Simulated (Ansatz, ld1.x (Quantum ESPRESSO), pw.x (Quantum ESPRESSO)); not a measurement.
Ag: one change to the TM potential, in the atom and in the bcc crystal

* Element: Ag (Z = 47)
* Generator: ld1.x (Quantum ESPRESSO) 7.5
* Type: norm-conserving Troullier–Martins (Kleinman–Bylander form)
* Functional: LDA (PW92)
* Relativity: scalar-relativistic
* Frozen core: [Kr]
* Valence charge: 11
* Reference configuration: 4d10 5s0.75 5p0.25
* Partial waves: 5s (bound): rc 2.50 bohr; 5p (bound): rc 3.35 bohr; 4d (bound): rc 1.60 bohr
* Local potential: all-electron potential smoothed inside 2.85 bohr (lloc = -1)
* Core correction: a·sin(br)/r model core, default radius (core density twice the valence density)

Change: type RRKJ; local potential all-electron potential smoothed inside 2.00 bohr (lloc = -2); rho0 0.001.

Cutoffs, loose and tight: the cutoffs (Ry, on a coarse ladder) from which the occupation-weighted sum of valence levels, in a spherical-Bessel basis at the reference potential, stays within 10 and 1 mRy of its value at 400 Ry. They do not see the model core or the augmentation charge, which bear on the density cutoff. Test errors are all-electron minus pseudo excitation energies from the reference, over the configurations 4d10 5s1 5p0; 4d10 5s0 5p0; 4d9 5s0 5p0; 4d10 5s0 5p1; 4d9 5s1 5p1; 4d8 5s0 5p0; 4d9 5s2 5p0 (two spin-polarised tests are not counted in the largest error); variants that change the core or the reference have their own tests.

Crystal test: bcc Ag in pw.x 7.5, no spin, 14³ k-points, Fermi–Dirac smearing 0.01 Ry, cutoffs set for each file from its atomic test. The reference is all-electron LAPW (Ansatz 0.2.0) with the same functional, mesh and smearing; V0 and B0 come from Birch–Murnaghan fits to the pressures at five volumes. Errors are pseudo minus all-electron; Δ is the rms difference of the E(V) curves that follow from these fits, minima aligned, over ±6 % about the mean V0. Mesh and smearing are coarse, so the numbers serve the comparison and aren't converged zero-temperature values; the lattice is a test structure that the element need not adopt.

All-electron: a0 = 3.183 Å (V0 = 16.12 Å³/atom), B0 = 134.5 GPa.

Q: Does the change bring the crystal closer to the all-electron result?

A: The mean pressure error goes from +4.78 to +0.94 GPa, so the change moves the solid closer to the all-electron pressures.

| quantity | base | changed |
| --- | --- | --- |
| outcome (atom) | generated | generated |
| cutoff, loose (atom) | 70 Ry | 60 Ry |
| cutoff, tight (atom) | 100 Ry | 70 Ry |
| bound ghosts (atom) | none | none |
| largest test error (meV) (atom) | -119 over the solved tests; 1 of 9 tests not solved or not reliable | -366 |
| cutoffs in pw.x (Ry) | 120/480 | 85/340 |
| a0 (Å) | 3.219 | 3.190 |
| a0 error (%) | +1.13 | +0.24 |
| B0 error (%) | -4.1 | -2.3 |
| Δ (meV/atom) | 16.1 | 3.3 |
| mean pressure error (GPa) | +4.78 | +0.94 |

Base: The largest radius (3.35 bohr) exceeds half the bond length (2.61 bohr), so the spheres overlap, which is one possible source of error among others. This is a poor potential for the solid. Atomic configuration tests: 1 of 9 tests not solved or not reliable. Changed file: The largest radius (3.35 bohr) exceeds half the bond length (2.61 bohr), so the spheres overlap, which is one possible source of error among others.
